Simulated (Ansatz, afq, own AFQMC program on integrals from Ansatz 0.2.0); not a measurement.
# Atomization energy of NH$_{3}$, singlet

```tsv
atom	x (Å)	y (Å)	z (Å)
N	0.0003	-0.0001	-0.0667
H	0.9385	0.0130	0.3137
H	-0.4826	0.8082	0.3055
H	-0.4607	-0.8202	0.3074
```

Atoms in their ground-state spins without spin–orbit coupling (mostly on UHF) minus the molecule (RHF), without zero-point energy. The geometry is a stationary point, not shown to be a minimum.

Basis cc-pVDZ. Noble-gas cores (and the filled d shells of Ga–Kr and In–Xe) are frozen. AFQMC by an in-house program on the Cholesky factors that Ansatz 0.2.0 writes for its CCSD(T) run. The CISD trial takes its coefficients from CCSD amplitudes. Released means that phaseless walkers are propagated on without the constraint, phases kept. ± is one standard error of the sampling. The errors of all members are added in quadrature.

No full CI on the walks' own integrals is used here; CCSDT(Q) serves as the reference and is uncertain by about the last step of the cluster series. Each member takes its own surest rung, up to full CI.

The best estimate is CCSD(T) at the basis-set limit (CBS: def2-TZVPP and def2-QZVPP, with their diffuse functions for anions and beside diffuse sets, CCSD(T) itself extrapolated) plus the step from CCSD(T) to CCSDT(Q) in cc-pVDZ. Rows without CBS are in cc-pVDZ, the functionals in def2-TZVP; B2PLYP and the wave-function rows carry a basis error of their own. Core correlation and relativity beyond core potentials are missing, and ± holds the sampling alone.

Cautions: other spins of the molecule weren't checked.

Best estimate: 1248.0 kJ/mol.

| level | atomization energy (kJ/mol) | error against the best estimate (kJ/mol) |
| --- | --- | --- |
| HF | 805.0 | -443.0 |
| MP2 | 1108.3 | -139.7 |
| CCSD | 1108.9 | -139.1 |
| CCSD(T) | 1117.2 | -130.8 |
| CCSDT | 1117.6 | -130.4 |
| CCSDT(Q) | 1118.3 | -129.7 |
| ph-AFQMC/CISD | 1117.8 ± 0.5 | -130.2 ± 0.5 |
| released AFQMC | 1118.2 ± 0.6 | -129.8 ± 0.6 |
| HF/CBS | 840.8 | -407.2 |
| MP2/CBS | 1245.5 | -2.5 |
| CCSD(T)/CBS | 1246.9 | -1.1 |
| PBE | 1252.0 | 4.0 |
| r2SCAN | 1220.4 | -27.6 |
| PBE0 | 1223.9 | -24.1 |
| B3LYP | 1247.7 | -0.3 |
| wB97M-V | 1242.4 | -5.6 |
| B2PLYP | 1222.8 | -25.2 |

Correlation beyond CCSD(T) adds 1.1 kJ/mol. Going to the basis-set limit adds 129.7 kJ/mol at CCSD(T). The perturbative (T) step is worth +8.3 kJ/mol. The functionals spread over 31.6 kJ/mol; B3LYP and PBE come nearest and r2SCAN is 27.6 kJ/mol too low.

Best estimates are given only where the step beyond CCSD(T) is under 0.3 eV and no member's determinant is very poor (T1 over 0.05, or 0.07 for open shells, ⟨S²⟩ too high by 0.3, two states mixed), so the hardest cases are missing from such tables.

The functionals ran in a triple-zeta set and keep a basis error of their own, a few kJ/mol for each bond in atomization energies and more for double hybrids, so close places among them and the extrapolated levels can swap.

CCSDT and higher add their correlation energy to the determinant of the CCSD(T) run, since their own runs factorise the integrals more tightly (a shift of under 2 meV). Each member of a difference takes its own highest rung, so a best estimate needn't equal the limit plus the step of one row. A walk keeps the symmetry of its determinant, which the program's search chose and which needn't be the lowest solution, so a lower state of the same spin and another symmetry isn't excluded. Released energies are given only where the last usable release times agree within the noise; a slower fall can still hide under it.
